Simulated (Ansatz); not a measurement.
The cluster Si₂Cl, 3 atoms. Hardware: 4 threads of Arm Neoverse V1 on a shared host.

Problem. How many basis functions does each of these Ansatz runs have, and roughly what does it cost? r2SCAN-D4/def2-TZVP, charge 0 doublet, frequencies; PBE0-D4/def2-SVP, charge 0 doublet, energy, from earlier orbitals; r2SCAN-D4/def2-TZVPD, charge 0 doublet, energy, from earlier orbitals; PBE-D4/def2-TZVP, charge 1 singlet at the geometry of the charge 0 doublet, energy, from earlier orbitals; CAM-B3LYP-D4/def2-TZVP, charge 0 quartet, energy, from earlier orbitals; PBE with 50 % exact exchange/def2-TZVP, charge 0 quartet, energy, from earlier orbitals; PBE with 50 % exact exchange/def2-TZVP, charge 0 doublet, energy, from earlier orbitals; r2SCAN-D4/def2-TZVP, charge 0 quartet, relaxation, 11 steps; PBE-D4/def2-SVP, charge 0 doublet, energy, from earlier orbitals; r2SCAN-D4/def2-TZVP, charge 1 triplet at the geometry of the charge 0 doublet, energy, from earlier orbitals; r2SCAN-D4/def2-TZVPD, charge -1 singlet at the geometry of the charge 0 doublet, energy, from earlier orbitals; PBE-D4/def2-TZVPD, charge 0 doublet, energy, from earlier orbitals.

Solution. Other jobs shared the machine, so times can vary by a factor of up to 3. A dash marks memory too small to be measured apart from the calling script's.

```tsv
run	functions	fitting or Cholesky vectors	wall time	peak host memory (GiB)
PBE with 50 % exact exchange/def2-TZVP, charge 0 quartet, energy, from earlier orbitals	111	845	1.6 s	–
CAM-B3LYP-D4/def2-TZVP, charge 0 quartet, energy, from earlier orbitals	111	785	1.8 s	–
PBE0-D4/def2-SVP, charge 0 doublet, energy, from earlier orbitals	54	492	1.9 s	–
PBE-D4/def2-TZVP, charge 1 singlet at the geometry of the charge 0 doublet, energy, from earlier orbitals	111	760	2 s	–
r2SCAN-D4/def2-TZVPD, charge -1 singlet at the geometry of the charge 0 doublet, energy, from earlier orbitals	132	830	2 s	–
PBE-D4/def2-SVP, charge 0 doublet, energy, from earlier orbitals	54	587	2.1 s	–
r2SCAN-D4/def2-TZVP, charge 1 triplet at the geometry of the charge 0 doublet, energy, from earlier orbitals	111	760	3 s	–
PBE-D4/def2-TZVPD, charge 0 doublet, energy, from earlier orbitals	132	830	7 s	–
PBE with 50 % exact exchange/def2-TZVP, charge 0 doublet, energy, from earlier orbitals	111	845	7.5 s	–
r2SCAN-D4/def2-TZVP, charge 0 quartet, relaxation, 11 steps	111	760	21 s	–
r2SCAN-D4/def2-TZVPD, charge 0 doublet, energy, from earlier orbitals	132	830	39 s	–
r2SCAN-D4/def2-TZVP, charge 0 doublet, frequencies	111	760	3.9 min	–
```
